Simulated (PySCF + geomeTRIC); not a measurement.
A geometry relaxed with TPSS-D3(BJ)/def2-SVP run with PySCF + geomeTRIC, charge 0, multiplicity 1:

```xyz
3

O      0.0087     0.4070     0.0000
H      0.7541    -0.2202     0.0000
H     -0.7631    -0.1874     0.0000
```

Task: Write the SMILES of this molecule.

Result: `O`
